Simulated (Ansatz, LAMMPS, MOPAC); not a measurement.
## Wurtzite CdS, elastic constant C33

Reference value: 94.8 GPa (measured, temperature not stated, not corrected to a static lattice; as tabulated in Oses et al. (2018), arXiv:1811.08464).

```
level (code)                               value (GPa)  cell (Å³/atom)  difference (%)
-----------------------------------------  -----------  --------------  --------------
Stillinger–Weber CdTeZnSeHgS0.sw (LAMMPS)          123           24.83             +30
PM7 semi-empirical Hartree-Fock (MOPAC)            177           25.81             +87
LDA (Ansatz)                                       104           23.85            +9.7
PBE (Ansatz)                                      85.9           26.03            -9.4
r²SCAN (Ansatz)                                   92.6           25.40            -2.3
B3LYP (VWN-RPA form) (Ansatz)                     89.9           26.63            -5.2
Hartree–Fock (Ansatz)                             92.2           27.52            -2.7
```

Leaving aside Stillinger–Weber CdTeZnSeHgS0.sw (doubt noted below): The reference's temperature isn't stated, so close values are not ranked against it. Off by more than 25 %, or 35 % on the side where a correction would as a rule narrow the miss (bounds picked here): PM7 semi-empirical Hartree-Fock (MOPAC) (+87 %).

The measured value isn't corrected to a static lattice, so vibrations enter the comparison. A static lattice is as a rule stiffer than a warm one, by over a tenth in soft solids.  Stillinger–Weber CdTeZnSeHgS0.sw: the potential file covers more elements than this solid holds. PM7 semi-empirical Hartree-Fock (MOPAC): the method was fitted mainly to molecules. PM7 semi-empirical Hartree-Fock (MOPAC): the run uses a supercell at the zone centre in place of a k mesh. Each level is taken at its own relaxed cell. Cutoffs and k meshes differ between the levels. Ansatz's density-functional and Hartree–Fock values are scalar-relativistic unless marked +SOC, with PAW data made under PBE.

Empirical potentials (Stillinger–Weber CdTeZnSeHgS0.sw) are fitted to chosen data: where that held the value shown, agreement is built in, and what lay outside the fit can be far off.

Differences are worked out from the printed values.

Ansatz is a first-principles code.
